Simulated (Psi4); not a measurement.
# TPSSh/6-311+G(d,p) run of S2F2 (Difluorodisulfane)

What is the energy change on altering one bond length of S2F2 (Difluorodisulfane) at TPSSh/6-311+G**? 

The calculation is run with Psi4 1.11.

### 1 Starting point

S2F2: 4 atoms, total charge 0, spin state singlet. As SMILES, `FSSF`. Geometry: relaxed at PBE0-D4/def2-TZVP.

Bond lengths: F1–S2 1.631 Å, S2–S3 1.890 Å, S3–F4 1.631 Å. Angles: F1–S2–S3 108.6°, S2–S3–F4 108.6°.

### 2 A single-point energy at TPSSh/6-311+G(d,p)

run.py reads:

```python
import psi4

psi4.set_memory(1600000000)
psi4.set_num_threads(1)
psi4.set_output_file('run.log', False)

m = psi4.geometry("""
F
S 1 1.631451
S 2 1.889776 1 108.58854
F 3 1.631446 2 108.58841 1 -87.92605
symmetry c1
no_reorient
no_com
""")

options = {'reference': 'rks', 'puream': True, 'e_convergence': 1e-09, 'd_convergence': 1e-08, 'scf_type': 'pk', 'dft_radial_points': 99, 'dft_spherical_points': 590}
psi4.set_options(options)

e, wfn = psi4.energy("tpssh/6-311+G**", molecule=m, return_wfn=True)
psi4.oeprop(wfn, "MAYER_INDICES", "QUADRUPOLE", "LOWDIN_CHARGES", title="TPSSH")
print('E =', round(e, 9))
for k, v in sorted(psi4.core.scalar_variables().items()):
    print(f'{k:45s} {v:18.10f}')
```

Started as:

```console
$ python run.py
```

run.log, cut to the lines that bear on the results:

```text
[...]
  Running in c1 symmetry.
[...]
  Nuclear repulsion =  230.128325719284419
[...]
  Multiplicity = 1
[...]
  Nalpha       = 25
  Nbeta        = 25
[...]
    Number of basis functions: 104
[...]
   @RKS iter   1:  -996.04285216064648    3.63802e-02   5.99336e-03 DIIS/ADIIS
[...]
   @RKS iter  11:  -996.12350012210186   -1.13687e-11   5.69352e-09 DIIS
[...]
    Orbital Energies [Eh]
    ---------------------
    Doubly Occupied:
       1A    -88.829795     2A    -88.829795     3A    -24.627919
       4A    -24.627918     5A     -7.979229     6A     -7.979067
       7A     -5.933336     8A     -5.933086     9A     -5.926252
      10A     -5.925665    11A     -5.918348    12A     -5.918347
      13A     -1.212131    14A     -1.207714    15A     -0.852830
      16A     -0.664492    17A     -0.542562    18A     -0.486975
      19A     -0.478642    20A     -0.447858    21A     -0.447067
      22A     -0.424987    23A     -0.353240    24A     -0.301021
      25A     -0.293720
[...]
  @RKS Final Energy:  -996.12350012210186
   => Energetics <=
    Nuclear Repulsion Energy =            230.1283257192844189
    One-Electron Energy =               -1835.6930723053262682
    Two-Electron Energy =                 674.8087248525217774
    DFT Exchange-Correlation Energy =     -65.3674783885817874
    Empirical Dispersion Energy =           0.0000000000000000
    VV10 Nonlocal Energy =                  0.0000000000000000
    Total Energy =                       -996.1235001221018592
[...]
 Multipole Moments:
 ------------------------------------------------------------------------------------
     Multipole            Electronic (a.u.)      Nuclear  (a.u.)        Total (a.u.)
 ------------------------------------------------------------------------------------
 L = 1.  Multiply by 2.5417464519 to convert [e a0] to [Debye]
 Dipole X            :         -0.4677764            0.9296222            0.4618458
 Dipole Y            :         -0.1546144            0.3072587            0.1526442
 Dipole Z            :         -0.4597104            0.9136147            0.4539043
 Magnitude           :                                                    0.6653051
 L = 2.  Multiply by 1.3450342976 to convert [e a0^2] to [Debye ang]
 Quadrupole XX       :        -90.1897141           62.9525275          -27.2371866
 Quadrupole XY       :        -66.4565238           65.2877978           -1.1687260
[...]
```

On the terminal:

```text
E = -996.123500122
CURRENT ENERGY                                   -996.1235001221
CURRENT REFERENCE ENERGY                         -996.1235001221
DD SOLVATION ENERGY                                 0.0000000000
DFT FUNCTIONAL TOTAL ENERGY                      -996.1235001221
DFT TOTAL ENERGY                                 -996.1235001221
DFT VV10 ENERGY                                     0.0000000000
DFT XC ENERGY                                     -65.3674783886
GRID ELECTRONS ALPHA                               25.0000001000
GRID ELECTRONS BETA                                25.0000001000
GRID ELECTRONS TOTAL                               50.0000001999
NUCLEAR REPULSION ENERGY                          230.1283257193
ONE-ELECTRON ENERGY                             -1835.6930723053
PCM POLARIZATION ENERGY                             0.0000000000
PE ENERGY                                           0.0000000000
SCF ITERATION ENERGY                             -996.1235001221
SCF ITERATIONS                                     11.0000000000
SCF TOTAL ENERGY                                 -996.1235001221
TWO-ELECTRON ENERGY                               674.8087248525
XC GRID RADIAL POINTS                              99.0000000000
XC GRID SPHERICAL POINTS                          590.0000000000
XC GRID TOTAL POINTS                           227370.0000000000
```

Run time: 34 s. Hardware: 1 thread of Intel Xeon Platinum 8259CL at 2.50GHz (Skylake/Cascade Lake), shared host; peak memory 0.68 GiB.

### 3 The distorted shape: energy and forces at TPSSh/6-311+G(d,p)

run.py reads:

```python
import psi4

psi4.set_memory(1600000000)
psi4.set_num_threads(1)
psi4.core.set_output_file('output.dat', False)

molecule = psi4.geometry("""
F     -3.61483065    -0.36053329    -3.62885619
S     -1.12779989     1.46131387    -3.64922744
S      1.73071323    -0.50502175    -2.80329154
F      2.27978449    -0.54390097     2.71871118
units au
symmetry c1
""")

psi4.set_options({
    'basis': '6-311+G**',
    'puream': True,
    'e_convergence': 1e-09,
    'd_convergence': 1e-08,
    'scf_type': 'pk',
    'dft_radial_points': 99,
    'dft_spherical_points': 590,
})

result = psi4.gradient("TPSSH")
print('gradient / Eh bohr^-1')
print(result.np.round(6))
```

Started as:

```console
$ python run.py
```

output.dat, cut to the lines that bear on the results:

```text
[...]
  Running in c1 symmetry.
[...]
  Nuclear repulsion =  199.515333522835135
[...]
  Multiplicity = 1
[...]
  Nalpha       = 25
  Nbeta        = 25
[...]
    Number of basis functions: 104
[...]
   @RKS iter   1:  -995.69994838491220   -3.34997e-02   8.51523e-03 DIIS/ADIIS
[...]
   @RKS iter  26:  -996.03222599905928   -5.68434e-13   2.74156e-09 DIIS
[...]
  @RKS Final Energy:  -996.03222599905928
   => Energetics <=
    Nuclear Repulsion Energy =            199.5153335228351352
    One-Electron Energy =               -1774.1209847934237587
    Two-Electron Energy =                 643.7648992160048920
    DFT Exchange-Correlation Energy =     -65.1914739444755469
    Empirical Dispersion Energy =           0.0000000000000000
    VV10 Nonlocal Energy =                  0.0000000000000000
    Total Energy =                       -996.0322259990592784
[...]
 Multipole Moments:
 ------------------------------------------------------------------------------------
     Multipole            Electronic (a.u.)      Nuclear  (a.u.)        Total (a.u.)
 ------------------------------------------------------------------------------------
 L = 1.  Multiply by 2.5417464519 to convert [e a0] to [Debye]
 Dipole X            :         -1.1387683            0.6169251           -0.5218433
 Dipole Y            :          0.0773503            0.5923389            0.6696892
 Dipole Z            :         -0.7318866           -1.7643451           -2.4962317
 Magnitude           :                                                    2.6366601
[...]
  -Total Gradient:
     Atom            X                  Y                   Z
    ------   -----------------  -----------------  -----------------
       1        0.011670262883     0.006041081600     0.001047798724
       2       -0.017342440775    -0.000174156383    -0.004593971957
       3        0.002310801022    -0.004983972296    -0.025259612085
       4        0.003322157568    -0.000914596998     0.028802757694
[...]
```

On the terminal:

```text
gradient / Eh bohr^-1
[[ 0.01167   0.006041  0.001048]
 [-0.017342 -0.000174 -0.004594]
 [ 0.002311 -0.004984 -0.02526 ]
 [ 0.003322 -0.000915  0.028803]]
```

Run time: 74 s. Hardware: 1 thread of Intel Xeon Platinum 8259CL at 2.50GHz (Skylake/Cascade Lake), shared host; peak memory 0.66 GiB.

### 4 Outcome

At TPSSh/6-311+G**:

| quantity | value |
| --- | --- |
| first shape: total energy | -996.12350 Eh |
| first shape: dipole moment | 1.69 D |
| first shape: HOMO energy | -7.99 eV |
| first shape: LUMO energy | -2.39 eV |
| first shape: HOMO–LUMO gap | 5.60 eV |
| distorted shape: total energy | -996.03223 Eh |
| distorted shape: dipole moment | 6.70 D |
| distorted shape: HOMO energy | -7.68 eV |
| distorted shape: LUMO energy | -6.50 eV |
| distorted shape: HOMO–LUMO gap | 1.18 eV |
| distorted shape: largest force on an atom | 1.492 eV/Å |
| energy change with the S3–F4 bond stretched from 1.631 to 2.937 Å | 2.484 eV |

One bond (distorted shape) is far stretched, which a spin-restricted single reference describes badly; a broken-symmetry solution may lie lower. With the S3–F4 bond stretched from 1.631 to 2.937 Å the energy rises by 2.48 eV (57 kcal/mol). The first shape isn't relaxed at this level, so the change isn't measured from a minimum. A restricted reference can't describe the breaking bond well at this length.
